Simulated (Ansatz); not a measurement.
A made-up structure of AlBSiH5, doublet:

B1  (-1.010, 1.276, -1.058)
Si2  (0.293, 0.647, 0.262)
Al3  (0.734, -1.673, 0.802)
H4  (-1.656, 0.476, -1.667)
H5  (-1.173, 2.441, -1.268)
H6  (1.077, 1.685, 0.996)
H7  (-0.290, 0.393, -0.905)
H8  (1.819, -2.058, 1.894)
(Å)

It is relaxed with PBE-D4/def2-SVP and then PBE0-D4/def2-TZVP (Ansatz 0.2.0). Atoms count as bonded within 1.22 times the sum of their covalent radii (H–H: 0.88 Å). The end point is not checked to be a true minimum.

Problem. Does its bonding change? (A judgement: the text doesn't fix the answer.)

Solution. By the calculation: No: no bond forms or breaks.

Where it ends: The first stage lowers the energy by 2.36 eV in 13 steps. It ends as AlBSiH₅ ([AlH][SiH]1[H][BH2]1):
```xyz
8
angstrom
B -1.1002 1.1459 -0.9198
Si 0.2350 0.6848 0.3665
Al 1.0937 -1.5955 0.6304
H -1.7771 0.2663 -1.3615
H -1.3083 2.2984 -1.1515
H 1.2390 1.7444 0.6975
H 0.1938 0.8694 -1.3014
H 1.2192 -2.2258 2.0964
```

Labels in which every atom is bracketed show which atoms are joined, not bond orders.

For scale, one of the runs: PBE0-D4/def2-TZVP relaxation, 135 basis functions, launched by `ansatz run in.yaml --threads 2 --pin off --events-out ev --progress --plain --max-ram 4352MiB`. Hardware: 2 CPU threads of an Intel Xeon Platinum 8259CL, shared host. Wall time about 36 s.
